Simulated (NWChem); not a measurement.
# One shape, several levels: CH6BN (SMILES CBN)

We compute a comparison of 4 runs (HF/STO-3G, HF/3-21G, B3LYP/6-31G*) of CH6BN. 

The results are computed with NWChem 7.3.0.

## Step 1: Starting point

CH6BN has 9 atoms, charge 0, and is taken as a singlet. SMILES: `CBN`. Geometry: relaxed at PBE0-D4/def2-TZVP.

Bond lengths: C1–B2 1.568 Å, B2–N3 1.392 Å, C1–H4 1.096 Å, C1–H5 1.095 Å, C1–H6 1.094 Å, B2–H7 1.202 Å, N3–H8 1.005 Å, N3–H9 1.007 Å. Some angles: C1–B2–N3 122.0°, C1–B2–H7 121.0°, N3–B2–H7 117.0°, B2–C1–H4 110.3°, B2–C1–H5 110.4°, B2–C1–H6 114.3°, B2–N3–H8 123.2°, B2–N3–H9 123.1°, H4–C1–H5 105.5°, H4–C1–H6 108.0°.

## Step 2: Energy and forces at HF/STO-3G (run 1)

run.py

```python
from ase import Atoms
from ase.calculators.nwchem import NWChem

mol = Atoms(['C', 'B', 'N', 'H', 'H', 'H', 'H', 'H', 'H'], positions=[
    [-0.665300, 0.757700, -0.590300],
    [0.459400, -0.282900, -0.256200],
    [0.592800, -0.842800, 1.010700],
    [-1.291900, 0.390800, -1.410600],
    [-0.224600, 1.692200, -0.954300],
    [-1.319900, 0.998900, 0.252300],
    [1.248800, -0.632800, -1.092800],
    [1.306200, -1.511000, 1.244900],
    [-0.016800, -0.616400, 1.779200],
])

calc = NWChem(
    label='input',
    theory='scf',
    memory='2200 mb',
    basis='STO-3G',
    basispar='spherical bse',
    scf={'nopen': '0', 'rhf': None, 'thresh': '1e-08', 'maxiter': '80', 'print': 'low'},
)
mol.calc = calc

forces = mol.get_forces()
print("Total energy (eV):", round(mol.get_potential_energy(), 6))
print("forces (eV/A):")
for s, f in zip(mol.symbols, forces):
    print(f"{s:2s} {f[0]:10.5f} {f[1]:10.5f} {f[2]:10.5f}")
```

Run with:

```
$ export ASE_NWCHEM_COMMAND="nwchem PREFIX.nwi > PREFIX.nwo"
$ python run.py
```

Log:

```text
Total energy (eV): -3239.741137
forces (eV/A):
C    -0.58045    0.62966   -0.44897
B     1.21814   -0.98468   -0.03497
N    -0.23474    0.72778   -1.50528
H     0.20235    0.08382    0.37821
H    -0.14532   -0.34175    0.22950
H     0.30185   -0.13545   -0.31820
H    -0.89521    0.42783    0.86173
H     0.48265   -0.48974    0.26313
H    -0.34936    0.08253    0.57480
```

The calculator wrote input.nwi:

```
title "input"

permanent_dir input

scratch_dir input

start input

geometry units angstrom nocenter noautosym noautoz
  C  -6.6530000000000000e-01 7.5770000000000004e-01 -5.9030000000000005e-01
  B  4.5939999999999998e-01 -2.8289999999999998e-01 -2.5619999999999998e-01
  N  5.9279999999999999e-01 -8.4279999999999999e-01 1.0106999999999999e+00
  H  -1.2919000000000000e+00 3.9079999999999998e-01 -1.4106000000000001e+00
  H  -2.2459999999999999e-01 1.6921999999999999e+00 -9.5430000000000004e-01
  H  -1.3199000000000001e+00 9.9890000000000001e-01 2.5230000000000002e-01
  H  1.2487999999999999e+00 -6.3280000000000003e-01 -1.0928000000000000e+00
  H  1.3062000000000000e+00 -1.5109999999999999e+00 1.2448999999999999e+00
  H  -1.6799999999999999e-02 -6.1639999999999995e-01 1.7791999999999999e+00
end

memory 2200 mb

basis spherical bse noprint
   * library STO-3G
end

scf
  nopen 0
  rhf
  thresh 1e-08
  maxiter 80
  print low
end

task scf gradient
```

input.nwo:

```text
Northwest Computational Chemistry Package (NWChem) 7.3.0
             --------------------------------------------------------

           Job information
           ---------------

    nwchem branch   = 7.3.0
    use scalapack   = T
    input           = input.nwi
    prefix          = input.
    data base       = input/input.db
    status          = startup
    nproc           =        1

           Memory information
           ------------------

    heap     =     72089596 doubles =      550.0 Mbytes
    stack    =     72089601 doubles =      550.0 Mbytes
    global   =    144179200 doubles =     1100.0 Mbytes (distinct from heap & stack)
    total    =    288358397 doubles =     2200.0 Mbytes
    verify   = yes
    hardfail = no

[... 38 lines left out ...]
            Nuclear Dipole moment (a.u.)
[... 71 lines left out ...]
       Final RHF  results
       ------------------

         Total SCF energy =   -119.058291773929
      One-electron energy =   -295.751141483083
      Two-electron energy =    108.706112494546
 Nuclear repulsion energy =     67.986737214608

        Time for solution =      0.6s

                              NWChem Gradients Module
                              -----------------------

                         RHF ENERGY GRADIENTS

    atom               coordinates                        gradient
                 x          y          z           x          y          z
   1 C      -1.257235   1.431845  -1.115505    0.011288  -0.012245   0.008731
   2 B       0.868140  -0.534603  -0.484148   -0.023689   0.019149   0.000680
   3 N       1.120230  -1.592661   1.909946    0.004565  -0.014153   0.029273
[... 5 lines of this table left out ...]
   9 H      -0.031747  -1.164827   3.362200    0.006794  -0.001605  -0.011178

 Task  times  cpu:        0.7s     wall:        0.7s
 Total times  cpu:        0.8s     wall:        0.8s
```

It took 1.7 s on 1 thread of AMD EPYC 9R14 (Zen 4), shared host; peak memory 0.099 GiB.

## Step 3: Energy and forces at HF/3-21G (run 2)

calc.nw

```
start calc
memory 2200 mb

geometry units angstrom noautosym nocenter noautoz
 C       -0.665300       0.757700      -0.590300
 B        0.459400      -0.282900      -0.256200
 N        0.592800      -0.842800       1.010700
 H       -1.291900       0.390800      -1.410600
 H       -0.224600       1.692200      -0.954300
 H       -1.319900       0.998900       0.252300
 H        1.248800      -0.632800      -1.092800
 H        1.306200      -1.511000       1.244900
 H       -0.016800      -0.616400       1.779200
end

basis "ao basis" spherical bse
 C library 3-21G
 B library 3-21G
 N library 3-21G
 H library 3-21G
end

scf
 thresh 1e-08
 maxiter 80
 noprint "final vectors analysis"
end

task scf gradient
```

Run with:

```
$ nwchem calc.nw > calc.out
```

Log:

```text
[...]
  functions       =    39
[...]
  wavefunction    = RHF
[...]
         Total SCF energy =   -119.882291006605
      One-electron energy =   -295.697967096929
      Two-electron energy =    107.828938875716
 Nuclear repulsion energy =     67.986737214608
        Time for solution =      0.6s
[...]
                         RHF ENERGY GRADIENTS
    atom               coordinates                        gradient
                 x          y          z           x          y          z
   1 C      -1.257235   1.431845  -1.115505    0.008375  -0.009030   0.006247
   2 B       0.868140  -0.534603  -0.484148   -0.006246   0.001987   0.008715
   3 N       1.120230  -1.592661   1.909946   -0.002396   0.008141  -0.017357
   4 H      -2.441337   0.738505  -2.665647   -0.001404  -0.001110  -0.003276
   5 H      -0.424432   3.197794  -1.803366    0.001694   0.002700  -0.001962
   6 H      -2.494249   1.887647   0.476778   -0.002962   0.001216   0.003445
   7 H       2.359890  -1.195819  -2.065093    0.002482  -0.001698  -0.000944
   8 H       2.468360  -2.855376   2.352520    0.003265  -0.003151   0.001354
   9 H      -0.031747  -1.164827   3.362200   -0.002806   0.000945   0.003777
[...]
```

Wall time 1.4 s (1 thread of AMD EPYC 9R14 (Zen 4), shared host); peak memory 0.1 GiB.

Run 3 isn't shown in full; the table further down has it.

## Step 4: Energy and gradient at B3LYP/6-31G(d) (Cartesian functions) (run 4)

ch6bn.nw

```
start ch6bn
title "CH6BN"
memory total 2200 mb
charge 0

geometry units angstroms noautosym nocenter noautoz
  C       -0.665300       0.757700      -0.590300
  B        0.459400      -0.282900      -0.256200
  N        0.592800      -0.842800       1.010700
  H       -1.291900       0.390800      -1.410600
  H       -0.224600       1.692200      -0.954300
  H       -1.319900       0.998900       0.252300
  H        1.248800      -0.632800      -1.092800
  H        1.306200      -1.511000       1.244900
  H       -0.016800      -0.616400       1.779200
end

basis cartesian
  C library 6-31G*
  B library 6-31G*
  N library 6-31G*
  H library 6-31G*
end

dft
  xc b3lyp
  mult 1
  grid xfine
  convergence energy 1e-08
  maxiter 100
  mulliken
end

task dft gradient
```

Run with:

```
$ nwchem ch6bn.nw > ch6bn.out
```

Log:

```text
[...]
          Wavefunction type:  closed shell.
          No. of atoms     :     9
          No. of electrons :    24
[...]
          Charge           :     0
          Spin multiplicity:     1
[...]
          AO basis - number of functions:    57
[...]
              XC Information
              --------------
                         B3LYP Method XC Potential
                     Hartree-Fock (Exact) Exchange  0.200
                        Slater Exchange Functional  0.800 local
                    Becke 1988 Exchange Functional  0.720 non-local
              Lee-Yang-Parr Correlation Functional  0.810
                  VWN I RPA Correlation Functional  0.190 local
[...]
 d= 0,ls=0.0,diis     1   -121.3262689339 -1.89D+02  1.05D-02  3.96D-01     1.8
[...]
 d= 0,ls=0.0,diis     8   -121.3685195145 -1.93D-09  3.75D-06  9.38D-08    12.0
         Total DFT energy =     -121.368519514465
      One electron energy =     -296.949210041991
           Coulomb energy =      126.282389488948
    Exchange-Corr. energy =      -18.688436176031
 Nuclear repulsion energy =       67.986737214608
[...]
      Total Density - Mulliken Population Analysis
     ---------------------------------------------
    Atom       Charge   Shell Charges
 -----------   ------   -------------------------------------------------------
    1 C    6     6.58   1.99  0.67  2.15  0.65  1.09  0.02
    2 B    5     4.73   1.99  0.54  1.47  0.31  0.35  0.07
    3 N    7     7.69   1.99  0.77  2.56  0.79  1.55  0.02
    4 H    1     0.85   0.52  0.33
    5 H    1     0.85   0.52  0.33
    6 H    1     0.88   0.53  0.35
    7 H    1     1.06   0.52  0.54
    8 H    1     0.68   0.51  0.17
    9 H    1     0.69   0.51  0.18
[...]
  wavefunction    = closed shell
                         DFT ENERGY GRADIENTS
    atom               coordinates                        gradient
                 x          y          z           x          y          z
   1 C      -1.257235   1.431845  -1.115505    0.001074  -0.001205   0.001017
   2 B       0.868140  -0.534603  -0.484148   -0.002788   0.000800   0.004124
   3 N       1.120230  -1.592661   1.909946   -0.000429   0.000389  -0.000114
   4 H      -2.441337   0.738505  -2.665647    0.001674   0.000571   0.001583
   5 H      -0.424432   3.197794  -1.803366   -0.000625  -0.002213   0.000594
   6 H      -2.494249   1.887647   0.476778    0.001747  -0.000845  -0.001669
   7 H       2.359890  -1.195819  -2.065093   -0.000083   0.000085  -0.000042
   8 H       2.468360  -2.855376   2.352520   -0.003273   0.003247  -0.001560
   9 H      -0.031747  -1.164827   3.362200    0.002704  -0.000830  -0.003931
[...]
```

It took 16 s on 1 thread of AMD EPYC 9R14 (Zen 4), shared host; peak memory 0.14 GiB.

## Step 5: All runs side by side

```csv
run,level,iteration cap,module,energy (Eh),largest force (eV/Å),wall time
1,HF/STO-3G,80,scf,-119.058292,1.688,1.7 s
2,HF/3-21G,80,scf,-119.882291,0.994,1.4 s
3,B3LYP/6-31G* (spherical functions),100,dft,-121.366351,0.266,15 s
4,B3LYP/6-31G* (Cartesian functions),100,dft,-121.368520,0.259,16 s
```

## Step 6: What came out

| quantity | value |
| --- | --- |
| run 4: total energy | -121.36852 Eh |
| run 4: dipole moment | 1.71 D |
| run 4: HOMO energy | -7.66 eV |
| run 4: LUMO energy | 1.21 eV |
| run 4: HOMO–LUMO gap | 8.88 eV |
| run 4: largest force on an atom | 0.259 eV/Å |

In run 1 the basis is minimal, so the values are rough. All runs together took 34 s, the longest 16 s.
